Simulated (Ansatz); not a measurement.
# CH4BS: the cost of one run

All numbers below are computed with Ansatz 0.2.0 (UKS r2SCAN-D4/def2-SVP).

1 further run of the same task is left out (it didn't finish).

## 1. The structure to begin with

Bond lengths: B1–C2 1.536 Å, C2–S3 1.879 Å, B1–H4 1.160 Å, C2–H5 1.093 Å, C2–H6 1.093 Å, S3–H7 1.335 Å. Angles: B1–C2–S3 116.6°, B1–C2–H5 111.1°, B1–C2–H6 111.1°, S3–C2–H5 104.6°, S3–C2–H6 104.6°, H5–C2–H6 108.2°, C2–B1–H4 127.2°, C2–S3–H7 95.8°.

Coordinates:

```xyz
7

B    -1.1899    0.2727   -0.9296
C    -0.0885   -0.0115    0.1026
S     1.6775   -0.0467   -0.5377
H    -2.3317    0.3363   -0.7375
H    -0.2307   -0.9880    0.5716
H    -0.0811    0.7469    0.8890
H     2.2444   -0.3096    0.6417
```

## 2. Relaxing end A

The input, input.yaml:

```yaml
crystal:
  periodic: [false, false, false]
  atoms:
    - { symbol: B, position_ang: [-1.18987, 0.27267, -0.92962] }
    - { symbol: C, position_ang: [-0.08846, -0.01151, 0.10255] }
    - { symbol: S, position_ang: [1.67748, -0.04674, -0.53772] }
    - { symbol: H, position_ang: [-2.33168, 0.33632, -0.73751] }
    - { symbol: H, position_ang: [-0.23074, -0.98803, 0.57161] }
    - { symbol: H, position_ang: [-0.08114, 0.74685, 0.88904] }
    - { symbol: H, position_ang: [2.2444, -0.30956, 0.64165] }
magnetization:
  spin_polarized: true
  initial_magnetization: 1
basis:
  gaussian: { orbitals: def2-SVP }
hamiltonian:
  xc: r2scan
  dispersion: d4
relax:
  f_tol: 0.015
  max_steps: 40
```

On the command line:

```sh
$ ansatz run input.yaml --threads 2 --pin off --max-ram 3072MiB --backend cpu --events-out ev --progress --plain --runs-dir out
```

Q: Estimate wall time and peak memory on 2 threads of Intel Xeon Platinum 8488C (Sapphire Rapids), shared host.

About 13 s, with a peak of 0.2 GiB.
